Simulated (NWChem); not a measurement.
System: NO cation

NWChem input:

```
start job
memory heap 200 mb stack 900 mb global 1100 mb
charge 1
geometry units angstroms noautoz
  N      0.000000     0.000000    -0.573251
  O      0.000000     0.000000     0.503114
end
basis spherical
  * library def2-tzvp
end
dft
  xc m06-2x
  iterations 150
  mulliken
end
task dft energy
```

Excerpt of the output:

```
             Northwest Computational Chemistry Package (NWChem) 7.3.0
             --------------------------------------------------------

 ORDER OF PRIMARY AXIS IS BEING SET TO 4
 C4V symmetry detected

                             Geometry "geometry" -> ""
                             -------------------------

 Output coordinates in angstroms (scale by  1.889725989 to convert to a.u.)

  No.       Tag          Charge          X              Y              Z
 ---- ---------------- ---------- -------------- -------------- --------------
    1 N                    7.0000     0.00000000     0.00000000    -0.57406133
    2 O                    8.0000     0.00000000     0.00000000     0.50230367

 Effective nuclear repulsion energy (a.u.)      27.5314841564

      Symmetry information
      --------------------

 Group name             C4v
 Group number             18
 Group order               8
 No. of unique centers     2

                                 NWChem DFT Module
                                 -----------------

 Summary of "ao basis" -> "ao basis" (spherical)
 ------------------------------------------------------------------------------
       Tag                 Description            Shells   Functions and Types
 ---------------- ------------------------------  ------  ---------------------
 N                         def2-tzvp                11       31   5s3p2d1f
 O                         def2-tzvp                11       31   5s3p2d1f

      Symmetry analysis of basis
      --------------------------

        a1         22
        a2          0
        b1          6
        b2          6
        e          28

            General Information
            -------------------
          SCF calculation type: DFT
          Wavefunction type:  closed shell.
          No. of atoms     :     2
          No. of electrons :    14
           Alpha electrons :     7
            Beta electrons :     7
          Charge           :     1
          Spin multiplicity:     1
          Use of symmetry is: on ; symmetry adaption is: on
          Maximum number of iterations: 150
          AO basis - number of functions:    62
                     number of shells:    22
          Convergence on energy requested:  1.00D-06
          Convergence on density requested:  1.00D-05
          Convergence on gradient requested:  5.00D-04

              XC Information
              --------------
                       M06-2X Method XC Functional
                     Hartree-Fock (Exact) Exchange  0.540
                        M06-2X Exchange Functional  1.000
                      M06-2X Correlation Potential  1.000

             Grid Information
             ----------------
          Grid used for XC integration:  medium
          Radial quadrature: Mura-Knowles
          Angular quadrature: Lebedev.
          Tag              B.-S. Rad. Rad. Pts. Rad. Cut. Ang. Pts.
          ---              ---------- --------- --------- ---------
          N                   0.65       49           6.0       434
          O                   0.60       49           6.0       434
          Grid pruning is: on
          Number of quadrature shells:    98
          Spatial weights used:  Erf1

      Superposition of Atomic Density Guess
      -------------------------------------

 Sum of atomic energies:        -129.09585906

 Renormalizing density from      15.00 to     14

      Non-variational initial energy
      ------------------------------

 Total energy =    -123.802068
 1-e energy   =    -215.717622
 2-e energy   =      64.384069
 HOMO         =      -1.068578
 LUMO         =      -0.600462

      Symmetry analysis of molecular orbitals - initial
      -------------------------------------------------

 !! scf_movecs_sym_adapt:   12 vectors were symmetry contaminated

  Symmetry fudging

 !! scf_movecs_sym_adapt:   12 vectors were symmetry contaminated

  Numbering of irreducible representations:

     1 a1          2 a2          3 b1          4 b2          5 e

  Orbital symmetries:

     1 a1          2 a1          3 a1          4 a1          5 e
     6 e           7 a1          8 e           9 e          10 a1
    11 a1         12 e          13 e          14 a1         15 a1
    16 e          17 e

     ---------------------------------------------
      Total Density - Mulliken Population Analysis
     ---------------------------------------------

    Atom       Charge   Shell Charges
 -----------   ------   -------------------------------------------------------
    1 N    7     5.90   0.83  1.14  0.75  0.85  0.24  1.05  0.81  0.13  0.03  0.06  0.01
    2 O    8     8.10   0.80  1.17  0.72  0.94  0.23  2.08  1.76  0.33  0.01  0.04  0.00

   convergence    iter        energy       DeltaE   RMS-Dens  Diis-err
 ---------------- ----- ----------------- --------- --------- ---------
 d= 0,ls=0.0,diis     1   -129.4475680742 -1.57D+02  1.30D-02  1.40D+00
 d= 0,ls=0.0,diis     2   -129.1582308311  2.89D-01  9.07D-03  4.77D+00
 d= 0,ls=0.0,diis     3   -129.5462475578 -3.88D-01  8.94D-04  1.97D-02
 d= 0,ls=0.0,diis     4   -129.5480205295 -1.77D-03  1.35D-04  3.23D-04
 d= 0,ls=0.0,diis     5   -129.5480124836  8.05D-06  2.84D-05  1.44D-05
  Resetting Diis
 d= 0,ls=0.0,diis     6   -129.5480136799 -1.20D-06  4.62D-06  5.32D-07
 d= 0,ls=0.0,diis     7   -129.5480137226 -4.27D-08  1.21D-06  6.00D-09

         Total DFT energy =     -129.548013722627
      One electron energy =     -224.500957404629
           Coulomb energy =       82.357398351519
    Exchange-Corr. energy =      -14.935938825898
 Nuclear repulsion energy =       27.531484156381

 Numeric. integr. density =       14.000000435078

                  Occupations of the irreducible representations
                  ----------------------------------------------

                     irrep           alpha         beta
                     --------     --------     --------
                     a1                5.0          5.0
                     a2                0.0          0.0
                     b1                0.0          0.0
                     b2                0.0          0.0
                     e                 2.0          2.0

                       DFT Final Molecular Orbital Analysis
                       ------------------------------------

 Vector    5  Occ=2.000000D+00  E=-1.052808D+00  Symmetry=e
              MO Center= -3.7D-15, -1.9D-15,  1.0D-01, r^2= 6.9D-01
   Bfn.  Coefficient  Atom+Function         Bfn.  Coefficient  Atom+Function
  ----- ------------  ---------------      ----- ------------  ---------------
    37      0.353714  2 O  px                40      0.292671  2 O  px
     6      0.259705  1 N  px                 9      0.214631  1 N  px
    38      0.179838  2 O  py                41      0.148802  2 O  py
     7      0.132041  1 N  py                10      0.109124  1 N  py
    43      0.093433  2 O  px                44      0.047504  2 O  py

 Vector    6  Occ=2.000000D+00  E=-1.052808D+00  Symmetry=e
              MO Center=  1.8D-15, -3.7D-15,  1.0D-01, r^2= 6.9D-01
   Bfn.  Coefficient  Atom+Function         Bfn.  Coefficient  Atom+Function
  ----- ------------  ---------------      ----- ------------  ---------------
    38      0.353714  2 O  py                41      0.292671  2 O  py
     7      0.259705  1 N  py                10      0.214631  1 N  py
    37     -0.179838  2 O  px                40     -0.148802  2 O  px
     6     -0.132041  1 N  px                 9     -0.109124  1 N  px
    44      0.093433  2 O  py                43     -0.047504  2 O  px

 Vector    7  Occ=2.000000D+00  E=-9.994648D-01  Symmetry=a1
              MO Center=  1.7D-15,  4.5D-15, -5.1D-01, r^2= 9.1D-01
   Bfn.  Coefficient  Atom+Function         Bfn.  Coefficient  Atom+Function
  ----- ------------  ---------------      ----- ------------  ---------------
     4      0.372110  1 N  s                  8     -0.370291  1 N  pz
    39      0.295699  2 O  pz                11     -0.240038  1 N  pz
    42      0.217076  2 O  pz                 3      0.212235  1 N  s
     5      0.185129  1 N  s                  2     -0.131379  1 N  s
    45      0.070685  2 O  pz                35      0.062355  2 O  s

 Vector    8  Occ=0.000000D+00  E=-4.248824D-01  Symmetry=e
              MO Center= -9.2D-16, -1.8D-16, -2.0D-01, r^2= 1.0D+00
   Bfn.  Coefficient  Atom+Function         Bfn.  Coefficient  Atom+Function
  ----- ------------  ---------------      ----- ------------  ---------------
     6      0.418938  1 N  px                 9      0.408016  1 N  px
    37     -0.348636  2 O  px                40     -0.322005  2 O  px
    12      0.319011  1 N  px                43     -0.290434  2 O  px
     7      0.066213  1 N  py                10      0.064487  1 N  py
    38     -0.055102  2 O  py                41     -0.050893  2 O  py

 Vector    9  Occ=0.000000D+00  E=-4.248824D-01  Symmetry=e
              MO Center=  3.6D-15, -2.3D-14, -2.0D-01, r^2= 1.0D+00
   Bfn.  Coefficient  Atom+Function         Bfn.  Coefficient  Atom+Function
  ----- ------------  ---------------      ----- ------------  ---------------
     7      0.418938  1 N  py                10      0.408016  1 N  py
    38     -0.348636  2 O  py                41     -0.322005  2 O  py
    13      0.319011  1 N  py                44     -0.290434  2 O  py
     6     -0.066213  1 N  px                 9     -0.064487  1 N  px
    37      0.055102  2 O  px                40      0.050893  2 O  px

 Vector   10  Occ=0.000000D+00  E=-6.881350D-02  Symmetry=a1
              MO Center=  2.9D-15, -2.0D-14,  3.0D-02, r^2= 3.2D+00
   Bfn.  Coefficient  Atom+Function         Bfn.  Coefficient  Atom+Function
  ----- ------------  ---------------      ----- ------------  ---------------
     5      3.926912  1 N  s                 36     -3.241583  2 O  s
    14      1.948853  1 N  pz                45      1.303269  2 O  pz
    11      0.433378  1 N  pz                35     -0.365435  2 O  s
     4     -0.308664  1 N  s                 42      0.166756  2 O  pz
    34     -0.165455  2 O  s                 22      0.115628  1 N  d  0

     ---------------------------------------------
      Total Density - Mulliken Population Analysis
     ---------------------------------------------

    Atom       Charge   Shell Charges
 -----------   ------   -------------------------------------------------------
    1 N    7     6.37   0.82  1.15  0.70  0.91  0.24  1.26  1.04  0.13  0.03  0.08  0.01
    2 O    8     7.63   0.80  1.17  0.66  0.96  0.27  1.78  1.61  0.31  0.01  0.05  0.00

     -------------------------------------------
      Total Density - Lowdin Population Analysis
     -------------------------------------------

    Atom       Charge   Shell Charges
 -----------   ------   -------------------------------------------------------
    1 N    7     6.56   0.90  1.07  0.58  0.61  0.33  1.15  1.22  0.40  0.03  0.23  0.05
    2 O    8     7.44   0.88  1.08  0.56  0.60  0.34  1.63  1.62  0.59  0.01  0.11  0.01

     Multipole analysis of the density
     ---------------------------------

     L   x y z        total         alpha         beta         nuclear
     -   - - -        -----         -----         ----         -------
     0   0 0 0      1.000000     -7.000000     -7.000000     15.000000

     1   1 0 0     -0.000000     -0.000000     -0.000000      0.000000
     1   0 1 0      0.000000      0.000000      0.000000      0.000000
     1   0 0 1     -0.186302     -0.093151     -0.093151      0.000000

     2   2 0 0     -5.835140     -2.917570     -2.917570      0.000000
     2   1 1 0     -0.000000     -0.000000     -0.000000      0.000000
     2   1 0 1      0.000000      0.000000      0.000000      0.000000
     2   0 2 0     -5.835140     -2.917570     -2.917570      0.000000
     2   0 1 1      0.000000      0.000000      0.000000      0.000000
     2   0 0 2     -5.283526    -10.364720    -10.364720     15.445913
```

Level: M06-2X/def2-TZVP. Coordinates come from a PBE-D3(BJ)/def2-SVP optimisation.
